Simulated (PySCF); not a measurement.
SCF from a fresh guess for singlet SH₇⁻, at the PBE0 minimum. PySCF input:

```python
from pyscf import gto, scf, dft
mol = gto.M(atom='''
S     -0.105070    -0.030264     0.016460
H     -0.421039    -0.204235     1.579943
H      0.014606     0.005037    -1.585794
H      3.019002     1.178560    -0.216465
H      2.306487     0.957957    -0.118041
H     -1.118710     1.212207    -0.038373
H     -1.172081    -0.778938    -0.178871
H      0.713760    -1.413112     0.034925''',
    basis={'S': 'def2-TZVPD', 'H': 'def2-TZVPD'},
    charge=-1, spin=0)
mf = dft.RKS(mol, xc='PBE0')
mf.grids.atom_grid = (50, 194)
aux = {'S': 'def2-universal-JKFIT', 'H': 'def2-universal-JKFIT'}
mf = mf.density_fit(auxbasis=aux)
mf.conv_tol = 1e-08
mf.diis_space = 10
mf.max_cycle = 60
mf.init_guess = 'minao'
mf.verbose = 4
mf.kernel()
```

Excerpt of the output (cycles and frontier levels):

```
init E= -401.708577897012
  HOMO = -0.162740308219892  LUMO = -0.0261171841465959  gap/eV = 3.71770
cycle= 1 E= -402.019394543298  delta_E= -0.311  |g|= 0.214  |ddm|= 1.94
  HOMO = 0.0618091008674639  LUMO = 0.159237908098574  gap/eV = 2.65117
cycle= 2 E= -402.025685455851  delta_E= -0.00629  |g|= 0.226  |ddm|= 6.88
  HOMO = 0.0243893947527525  LUMO = 0.146745757854242  gap/eV = 3.32949
cycle= 3 E= -402.0436206798  delta_E= -0.0179  |g|= 0.0563  |ddm|= 2.69
  HOMO = 0.0197325869310774  LUMO = 0.144671184114325  gap/eV = 3.39975
cycle= 4 E= -402.044238873715  delta_E= -0.000618  |g|= 0.0043  |ddm|= 0.154
  HOMO = 0.0180254708917928  LUMO = 0.143618498660667  gap/eV = 3.41756
cycle= 5 E= -402.044244071204  delta_E= -5.2e-06  |g|= 0.00114  |ddm|= 0.0413
  HOMO = 0.018046869474599  LUMO = 0.143615254253573  gap/eV = 3.41689
cycle= 6 E= -402.044244500658  delta_E= -4.29e-07  |g|= 0.000466  |ddm|= 0.0165
  HOMO = 0.0180037622838434  LUMO = 0.143574970993767  gap/eV = 3.41697
cycle= 7 E= -402.044244581912  delta_E= -8.13e-08  |g|= 8.32e-05  |ddm|= 0.00275
  HOMO = 0.0179904287836159  LUMO = 0.143565832903473  gap/eV = 3.41708
cycle= 8 E= -402.044244585345  delta_E= -3.43e-09  |g|= 5.16e-05  |ddm|= 0.00127
  HOMO = 0.0179848963120008  LUMO = 0.143561034905839  gap/eV = 3.41710
Extra cycle  E= -402.044244585056  delta_E= 2.89e-10  |g|= 6.12e-05  |ddm|= 0.000463
converged SCF energy = -402.044244585056
```

No lower solution of this spin was found by a stability analysis within the restricted form, which does not test spin polarisation.

The search for the lowest solution, with the stability check, took 7.8 s on 2 threads of a shared Arm Neoverse N1 host, with 109 basis functions; the process peaked at 0.51 GiB.
